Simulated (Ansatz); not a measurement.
Cartesian coordinates (Å):
```xyz
3

O      0.0036     0.4008     0.0000
H      0.7552    -0.2072     0.0000
H     -0.7588    -0.1936     0.0000
```
Charge 0, multiplicity 1.

Computed with frozen-core CCSD(T)/cc-pVTZ // B3LYP-D3(BJ)/def2-SVP run with Ansatz (a quantum-chemistry and plane-wave program).

- HF energy: -76.05626 Ha
- MP2 correlation energy: -0.26229 Ha

**Question.** Estimate the CCSD correlation energy, the (T) correction, the total energy and the T1 diagnostic.

**Answer.** 
```
Item                           Result
-----------------------  ------------
CCSD correlation energy   -0.26812 Ha
(T) correction            -0.00774 Ha
CCSD(T) total energy     -76.33212 Ha
T1 diagnostic                   0.007
```
